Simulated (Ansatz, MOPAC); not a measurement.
# Wurtzite ZnO, band gap

Reference value: 3.6 eV (measured, zero-point renormalisation of 0.16 eV added back here (the table's ZPR column); inputs from Chen et al. (2018), doi:10.1103/physrevmaterials.2.073803).

```
level (code)                                 value (eV)  cell (Å³/atom)  error (eV)
---------------------------------------  --------------  --------------  ----------
AM1 semi-empirical Hartree-Fock (MOPAC)           10.31           12.00       +6.71
LDA (Ansatz)                              0.72 (direct)           12.00       -2.88
PBE (Ansatz)                              0.80 (direct)           12.00       -2.80
PBE-D4 (Ansatz)                                    0.78           12.02       -2.82
r²SCAN (Ansatz)                           1.22 (direct)           12.00       -2.38
r²SCANh (Ansatz)                          2.15 (direct)           11.74       -1.45
Hartree–Fock (Ansatz)                    11.26 (direct)           12.00       +7.66
```

Leaving aside AM1 semi-empirical Hartree-Fock (MOPAC) (doubt noted below): Closest of the ranked levels: r²SCANh (-1.45 eV). Farthest off among them: Hartree–Fock (+7.66 eV). No ranked level lands within 0.5 eV. Even the nearest is off by 1.45 eV.

Density-functional gaps are differences of (generalised) Kohn–Sham levels of a static lattice; semilocal ones lie below quasiparticle gaps as a rule. Measured gaps hold zero-point and thermal shifts unless a correction is named.  AM1 semi-empirical Hartree-Fock (MOPAC), PBE-D4, r²SCANh, Hartree–Fock: the gap is read on the k mesh or supercell of the run alone and can be too large. AM1 semi-empirical Hartree-Fock (MOPAC): the method was fitted mainly to molecules. AM1 semi-empirical Hartree-Fock (MOPAC): gaps of these semi-empirical methods are Hartree–Fock-like level differences, and their formation enthalpies are fitted 298 K values. Values are at the measured cell; PBE-D4 at the level's own equilibrium cell; r²SCANh at the level's own relaxed cell. Cutoffs and k meshes differ between the levels. Ansatz's density-functional and Hartree–Fock values are scalar-relativistic unless marked +SOC, with PAW data made under PBE.

Differences are worked out from the printed values.

Ansatz is a quantum-chemistry and plane-wave program.
